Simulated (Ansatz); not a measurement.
**One shape, several levels: BSiH5 (boranylsilane)**

Aim: a comparison of 6 runs (UHF/STO-3G, PBE0/STO-3G, wB97M-V/STO-3G, wB97X/STO-3G, BCCD(T)/STO-3G, UCCSD(T)/STO-3G) of BSiH5 (boranylsilane). 

The results are computed with Ansatz 0.2.0.

47 further runs of the same task are left out: 47 set aside as unsound or not needed.

## Step 1: The system as given

BSiH5 has 7 atoms, charge 0, and is taken as a singlet. SMILES: `B[SiH3]`. The H4–B1 distance was set to 1.793 Å, away from the relaxed value. At this shape a bond of the SMILES string is far longer than usual.

Bond lengths: B1–Si2 2.010 Å, B1–H3 1.196 Å, Si2–H5 1.492 Å, Si2–H6 1.492 Å, Si2–H7 1.487 Å. Angles: B1–Si2–H5 108.8°, B1–Si2–H6 108.8°, B1–Si2–H7 115.1°, Si2–B1–H3 118.9°, H5–Si2–H6 107.3°, H5–Si2–H7 108.3°, H6–Si2–H7 108.3°. A long bond or contact: B1–H4 1.793 Å.

## Step 2: The energy at UHF/STO-3G (run 1)

Input file run.yaml:

```yaml
crystal:
  periodic: [false, false, false]
  atoms:
    - {symbol: B, position_ang: [-0.518008, -0.832244, 0.138749]}
    - {symbol: Si, position_ang: [-0.385708, 1.142056, -0.214051]}
    - {symbol: H, position_ang: [-1.600808, -1.333844, 0.224549]}
    - {symbol: H, position_ang: [0.906400, -1.902500, 0.335400]}
    - {symbol: H, position_ang: [-1.090808, 1.450156, -1.492751]}
    - {symbol: H, position_ang: [-1.098408, 1.873456, 0.874049]}
    - {symbol: H, position_ang: [0.999692, 1.675556, -0.305051]}
basis:
  gaussian:
    orbitals: STO-3G
magnetization:
  spin_polarized: true
  initial_magnetization: 0
hamiltonian:
  xc: hf
accuracy: high
```

Run with:

```sh
$ ansatz run run.yaml --threads 1 --pin off --max-ram 2610MiB --events-out events.jsonl --progress --plain --runs-dir runs
```

Standard output:

```text
Warning: RAYON_NUM_THREADS=1 ignored (pool sized by the plan → 1); use --threads N
Functional definition: HF
  name "HF"
  exchange = exact_x
  correlation = 0
334 factors; integrals over basis functions are off by at most 6.9e-9 eV
mean field evaluation 1: about -8507.9123 eV, gradient 1.2e1 eV
mean field evaluation 2: about -8507.9059 eV, gradient 1.1e1 eV
mean field evaluation 4: about -8509.4823 eV, gradient 8.8e-1 eV
mean field evaluation 8: about -8509.4900 eV, gradient 6.0e-6 eV
mean field evaluation 16: about -8509.5340 eV, gradient 1.5e-3 eV
mean field -8509.52918456 eV, -312.7194295665 hartree, gradient 2.8e-8 eV, S^2 0.167754; 1 other end points of the search recorded, 0 dependent functions left out
reference -8509.52918456 eV, -312.7194295665 hartree; 12, 12 occupied and 7, 7 virtual orbitals, 334 factors
Total energy: -8509.52918456 eV, -312.7194295665 hartree
```

Run time: 0.12 s. Hardware: 1 thread of Arm Neoverse V2, shared host.

## Step 3: The energy at PBE0/STO-3G (run 2)

run.yaml: that of step 2 with these lines changed.

```diff
@@ -13,7 +13,4 @@
     orbitals: STO-3G
-magnetization:
-  spin_polarized: true
-  initial_magnetization: 0
 hamiltonian:
-  xc: hf
+  xc: {name: PBE0}
 accuracy: high
```

Run with:

```sh
$ ansatz run run.yaml --threads 1 --pin off --max-ram 2610MiB --events-out events.jsonl --progress --plain --runs-dir runs
```

Standard output:

```text
Warning: RAYON_NUM_THREADS=1 ignored (pool sized by the plan → 1); use --threads N
Functional definition: PBE0
  name "PBE0"
  parameter a = 0.25
  parameter kappa = 0.804
  parameter beta = 0.06672455060314922
  exchange = (1 - a)*pbe_x(kappa = kappa, mu = beta*pi^2/3) + a*exact_x
  correlation = pbe_c(beta = beta)
334 factors; integrals over basis functions are off by at most 6.9e-9 eV
mean field evaluation 1: about -8526.0583 eV, gradient 1.6e1 eV
mean field evaluation 2: about -8526.1445 eV, gradient 1.5e1 eV
mean field evaluation 4: about -8527.1216 eV, gradient 3.2e-1 eV
mean field evaluation 8: about -8527.0217 eV, gradient 2.1e-3 eV
mean field evaluation 16: about -8527.0217 eV, gradient 3.1e-8 eV
mean field -8527.02169828 eV, -313.3622675890 hartree, gradient 3.1e-8 eV, S^2 0.000000; 0 other end points of the search recorded, 0 dependent functions left out
reference -8527.02169983 eV, -313.3622676457 hartree; 12, 12 occupied and 7, 7 virtual orbitals, 334 factors
Total energy: -8527.02169983 eV, -313.3622676457 hartree
```

Wall time 1.1 s (1 thread of Arm Neoverse V2, shared host); peak memory 0.098 GiB.

Runs 3 to 4 aren't shown in full; the table further down has their settings and results.

## Step 4: A single-point energy at BCCD(T)/STO-3G (run 5)

Input file molecule.yaml:

```yaml
crystal:
  periodic: [false, false, false]
  atoms:
    - symbol: B
      position_ang: [-0.518008, -0.832244, 0.138749]
    - symbol: Si
      position_ang: [-0.385708, 1.142056, -0.214051]
    - symbol: H
      position_ang: [-1.600808, -1.333844, 0.224549]
    - symbol: H
      position_ang: [0.906400, -1.902500, 0.335400]
    - symbol: H
      position_ang: [-1.090808, 1.450156, -1.492751]
    - symbol: H
      position_ang: [-1.098408, 1.873456, 0.874049]
    - symbol: H
      position_ang: [0.999692, 1.675556, -0.305051]
basis:
  gaussian:
    orbitals: STO-3G
correlation:
  method: bccd_t
  frozen_orbitals: {B: 1, H: 0, Si: 5}
accuracy: high
scf:
  omitted_lower_state_checks: [cluster_reference, increment]
```

Run with:

```sh
$ ansatz run molecule.yaml --threads 1 --pin off --max-ram 2610MiB --events-out events.jsonl --progress --plain --runs-dir runs
```

Standard output:

```text
Warning: RAYON_NUM_THREADS=1 ignored (pool sized by the plan → 1); use --threads N
[... 4 set-up lines as earlier in the session ...]
these checks for a lower state are left out or cut short: cluster_reference, increment
334 factors; integrals over basis functions are off by at most 6.9e-9 eV
mean field evaluation 1: about -8507.9123 eV, gradient 1.6e1 eV
mean field evaluation 2: about -8507.9059 eV, gradient 1.6e1 eV
mean field evaluation 4: about -8509.4823 eV, gradient 1.2e0 eV
mean field evaluation 8: about -8509.4900 eV, gradient 1.5e-4 eV
mean field -8509.49002574 eV, -312.7179905065 hartree, gradient 1.1e-8 eV, S^2 0.000000; 0 other end points of the search recorded, 0 dependent functions left out; unrestricted orbitals would lower it
6 core orbitals not correlated: weight in the atoms' cores, before any rotation towards them, 1.000 or more for the frozen orbitals, at most 0.000 for the correlated occupied ones
reference -8509.49002574 eV, -312.7179905065 hartree; 6, 6 occupied and 7, 7 virtual orbitals, 334 factors
second order -2.54979463 eV of doubles, -0.00000000 eV of singles
cycle   1  -3.35213794 eV  change   -8.0e-1 eV  update   8.4e-2
cycle   2  -3.82478199 eV  change   -4.7e-1 eV  update   3.4e-2
cycle   3  -3.83817916 eV  change   -1.3e-2 eV  update   5.0e-3
cycle   4  -3.83858387 eV  change   -4.0e-4 eV  update   1.8e-3
cycle   5  -3.83899280 eV  change   -4.1e-4 eV  update   5.9e-4
cycle   6  -3.83890413 eV  change    8.9e-5 eV  update   1.7e-4
cycle   7  -3.83887620 eV  change    2.8e-5 eV  update   5.9e-5
cycle   8  -3.83892876 eV  change   -5.3e-5 eV  update   1.2e-5
cycle   9  -3.83892777 eV  change    9.9e-7 eV  update   4.3e-6
cycle  10  -3.83891967 eV  change    8.1e-6 eV  update   1.4e-6
cycle  11  -3.83891910 eV  change    5.8e-7 eV  update   4.0e-7
cycle  12  -3.83891967 eV  change   -5.7e-7 eV  update   1.2e-7
cycle  13  -3.83891982 eV  change   -1.5e-7 eV  update   4.3e-8
cycle  14  -3.83891996 eV  change   -1.4e-7 eV  update   2.5e-8
cycle  15  -3.83891876 eV  change    1.2e-6 eV  update   1.7e-7
cycle  16  -3.83891814 eV  change    6.1e-7 eV  update   6.4e-8
cycle  17  -3.83891813 eV  change    1.3e-8 eV  update   1.1e-8
cycle  18  -3.83891812 eV  change    1.2e-8 eV  update   4.4e-9
cycle  19  -3.83891812 eV  change   -3.9e-9 eV  update   2.0e-9
cycle  20  -3.83891813 eV  change   -3.6e-9 eV  update  9.2e-10
cycle  21  -3.83891813 eV  change    1.2e-9 eV  update  4.6e-10
cycle  22  -3.83891813 eV  change   8.2e-10 eV  update  2.4e-10
perturbative correction -0.03767714 eV, -0.0013846093 hartree
Total energy: -8513.36662101 eV, -312.8604527548 hartree
Checks for a lower state left out: cluster_reference, increment
```

Run time: 0.16 s. Hardware: 1 thread of Arm Neoverse V2, shared host.

## Step 5: A single-point energy at UCCSD(T)/STO-3G (run 6)

Input file input.yaml:

```yaml
crystal:
  periodic: [false, false, false]
  atoms:
    - {symbol: B, position_ang: [-0.518008, -0.832244, 0.138749]}
    - {symbol: Si, position_ang: [-0.385708, 1.142056, -0.214051]}
    - {symbol: H, position_ang: [-1.600808, -1.333844, 0.224549]}
    - {symbol: H, position_ang: [0.906400, -1.902500, 0.335400]}
    - {symbol: H, position_ang: [-1.090808, 1.450156, -1.492751]}
    - {symbol: H, position_ang: [-1.098408, 1.873456, 0.874049]}
    - {symbol: H, position_ang: [0.999692, 1.675556, -0.305051]}
basis:
  gaussian:
    orbitals: STO-3G
magnetization:
  spin_polarized: true
correlation:
  method: ccsd_t
  frozen_orbitals: {B: 1, H: 0, Si: 5}
accuracy: high
scf:
  omitted_lower_state_checks: [cluster_reference, increment]
```

Run with:

```sh
$ ansatz run input.yaml --threads 1 --pin off --max-ram 2610MiB --events-out events.jsonl --progress --plain --runs-dir runs
```

Standard output:

```text
Warning: RAYON_NUM_THREADS=1 ignored (pool sized by the plan → 1); use --threads N
[... 4 set-up lines as earlier in the session ...]
these checks for a lower state are left out or cut short: cluster_reference, increment
334 factors; integrals over basis functions are off by at most 6.9e-9 eV
mean field evaluation 1: about -8507.9123 eV, gradient 1.2e1 eV
mean field evaluation 2: about -8507.9059 eV, gradient 1.1e1 eV
mean field evaluation 4: about -8509.4823 eV, gradient 8.8e-1 eV
mean field evaluation 8: about -8509.4900 eV, gradient 6.0e-6 eV
mean field evaluation 16: about -8509.5340 eV, gradient 1.5e-3 eV
mean field -8509.52918456 eV, -312.7194295665 hartree, gradient 2.8e-8 eV, S^2 0.167754; 1 other end points of the search recorded, 0 dependent functions left out
6 core orbitals not correlated: weight in the atoms' cores, before any rotation towards them, 1.000 or more for the frozen orbitals, at most 0.000 for the correlated occupied ones
reference -8509.52918456 eV, -312.7194295665 hartree; 6, 6 occupied and 7, 7 virtual orbitals, 334 factors
second order -2.28585296 eV of doubles, -0.00000000 eV of singles
cycle   1  -3.03302334 eV  change   -7.5e-1 eV  update   8.8e-2
cycle   2  -3.56667089 eV  change   -5.3e-1 eV  update   5.4e-2
cycle   3  -3.75218379 eV  change   -1.9e-1 eV  update   3.3e-2
cycle   4  -3.79561019 eV  change   -4.3e-2 eV  update   1.2e-2
cycle   5  -3.80004330 eV  change   -4.4e-3 eV  update   3.8e-3
cycle   6  -3.80040146 eV  change   -3.6e-4 eV  update   7.8e-4
cycle   7  -3.80082289 eV  change   -4.2e-4 eV  update   1.9e-4
cycle   8  -3.80087108 eV  change   -4.8e-5 eV  update   6.9e-5
cycle   9  -3.80086305 eV  change    8.0e-6 eV  update   2.3e-5
cycle  10  -3.80087487 eV  change   -1.2e-5 eV  update   6.0e-6
cycle  11  -3.80087534 eV  change   -4.7e-7 eV  update   1.9e-6
cycle  12  -3.80087493 eV  change    4.1e-7 eV  update   6.2e-7
cycle  13  -3.80087374 eV  change    1.2e-6 eV  update   2.1e-7
cycle  14  -3.80087334 eV  change    4.1e-7 eV  update   7.8e-8
cycle  15  -3.80087328 eV  change    5.4e-8 eV  update   3.1e-8
cycle  16  -3.80087283 eV  change    4.5e-7 eV  update   9.8e-8
cycle  17  -3.80087252 eV  change    3.1e-7 eV  update   4.2e-8
cycle  18  -3.80087244 eV  change    8.1e-8 eV  update   1.5e-8
cycle  19  -3.80087242 eV  change    1.5e-8 eV  update   6.2e-9
cycle  20  -3.80087242 eV  change  -2.0e-10 eV  update   2.2e-9
cycle  21  -3.80087242 eV  change  -6.7e-10 eV  update   1.2e-9
perturbative correction -0.03515802 eV, -0.0012920335 hartree
Total energy: -8513.36521500 eV, -312.8604010852 hartree
Checks for a lower state left out: cluster_reference, increment
```

Run time: 0.2 s. Hardware: 1 thread of Arm Neoverse V2, shared host.

## Step 6: All runs side by side

| run | level | frozen core orbitals | energy (Eh) | wall time |
| --- | --- | --- | --- | --- |
| 1 | UHF/STO-3G | – | -312.719430 | 0.12 s |
| 2 | PBE0/STO-3G | – | -313.362268 | 1.1 s |
| 3 | wB97M-V/STO-3G | – | -313.523140 | 18 s |
| 4 | wB97X/STO-3G | – | -313.511273 | 5.4 s |
| 5 | BCCD(T)/STO-3G | 6 | -312.860453 | 0.16 s |
| 6 | UCCSD(T)/STO-3G | 6 | -312.860401 | 0.2 s |

## Step 7: What came out

```
                                          quantity          value
                               run 6: total energy  -312.86040 Eh
run 6: correlation energy (6 core orbitals frozen)     -141.0 mEh
                             run 6: (T) correction      -1.29 mEh
          run 6: ⟨S²⟩ of the reference determinant          0.168
                              run 6: T1 diagnostic          0.046
```

**Reading.** Below the UHF energy at the same shape and in the same basis (STO-3G): BCCD(T) -141.0 mEh; UCCSD(T) -141.0 mEh. Some of these start from another determinant than that one, so these aren't their correlation energies. Totals of different functionals can't be ranked against each other. In run 5 the log says that unrestricted orbitals would lower the reference, so the values rest on an unstable closed-shell determinant (other closed-shell runs at this shape may share the fault). In runs 1, 2, 3, 4, 5, 6 the basis is minimal, so the values are rough. Spin contamination of the reference: run 1 ⟨S²⟩ = 0.17, run 6 ⟨S²⟩ = 0.17. All runs together took 25 s, the longest 18 s.
